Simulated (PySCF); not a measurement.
**A search over the determinants of MgF**

Unrestricted PBE0; PySCF, no relativity, basis sets Mg 3-21G, F 3-21G. Outer shells of the fragments: Mg 3s2; F 2s2 2p5.

Followed along the bond (rough minima from three points):

| 2Ms+1 | unpaired | ⟨S²⟩ at the start | R at minimum (Å) | Te (eV) |
| --- | --- | --- | --- | --- |
| 2 | σ ↑ | 0.75 | 1.75 | 0.00 |
| 4 | σ ↑, π ↑↑ | 3.75 | none in the scan | ≤ 6.17 |

Solutions found at the starting distance of 1.970 Å, counted from the lowest of them; the search is not exhaustive and high or unbound solutions are not listed, so other states can lie among these:

```csv
2Ms+1,unpaired,term,E (eV),⟨S²⟩,⟨Lz²⟩,μ (D)
2,σ ↑,²Σ⁺,0.00,0.75,0.00,-2.78
2,π ↑,²Π,3.52,0.77,1.00,-5.27
2,π ↑,²Π,4.07,0.75,1.00,2.90
4,"σ ↑, π ↑↑",mixed,5.97,3.75,2.00,2.16
4,"σ ↑, π ↑↑",mixed,6.07,3.75,2.00,2.15
4,"σ ↑↑, π ↑",⁴Π,6.85,3.75,1.00,2.14
```

A term symbol is given only where ⟨S²⟩ and ⟨Lz²⟩ are close to those of a pure state; real π, δ and φ orbitals otherwise mix terms. A positive dipole means Mg(−)F(+).

Counting both spins, an empty level lies below a filled one in some of these solutions, because spin and occupation are held. 3-21G is very small, so such numbers show the basis as much as the molecule.
